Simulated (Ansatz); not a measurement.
# How the elastic constant C12 of 1T (CdI2-type) TiS2 moves with the method

No measured value is used here.

```csv
level (code),value (GPa),cell (Å³/atom)
LDA (Ansatz),30.3,17.27
PBE (Ansatz),22.7,22.15
PBEsol (Ansatz),26.4,18.28
PBE-D3(BJ) (Ansatz),27.6,18.01
PBE-D4 (Ansatz),…,18.56
```

What belongs in the gaps?


- PBE-D4 (Ansatz, a program for electronic structure), value (GPa): 27.9

LDA: LDA has no dispersion term either, though it tends to give short spacings of layers, chains or molecules. PBE, PBEsol: the cell comes from a level without a dispersion term, which matters for the spacing of layers, chains or molecules. PBE-D3(BJ), PBE-D4: the dispersion coefficients are held fixed in the derivatives. Each level is taken at its own relaxed cell. Ansatz's density-functional and Hartree–Fock values are scalar-relativistic unless marked +SOC, with PAW data made under PBE.
